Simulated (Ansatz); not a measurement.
C2H5B⁺, that is BH2(vinyl) with one electron fewer. Total charge 1; doublet. Geometry r2SCAN-D4/def2-TZVP, that of the neutral singlet; atoms count from 1.

```csv
atom,x (Å),y (Å),z (Å)
B1,0.199,-1.224,0.350
H2,0.962,-2.133,0.205
H3,-0.767,-1.371,1.042
C4,0.422,0.135,-0.329
C5,-0.448,1.143,-0.155
H6,1.286,0.321,-0.967
H7,-1.327,1.010,0.471
H8,-0.326,2.119,-0.619
```

Q: Estimate the Mulliken populations from the PBE0/def2-TZVP orbitals of Ansatz.

A: 
```tsv
atom	charge (e)	spin (α − β)
B1	0.01	0.02
H2	0.11	0.00
H3	0.09	0.00
C4	0.03	0.55
C5	0.04	0.48
H6	0.23	-0.02
H7	0.24	-0.02
H8	0.24	-0.02
```
Mulliken values and Mayer orders depend strongly on the basis.

Q: Where does the spin sit?

A: Summed by element: B 0.02, H -0.05, C 1.03, of 1 unpaired in all. Largest on single atoms: C4 0.55, C5 0.48, B1 0.02.

Q: And the Mayer bond orders between bonded heavy atoms (over 0.3)?

A: B1–C4 0.94 (1.54 Å); C4–C5 1.45 (1.34 Å).
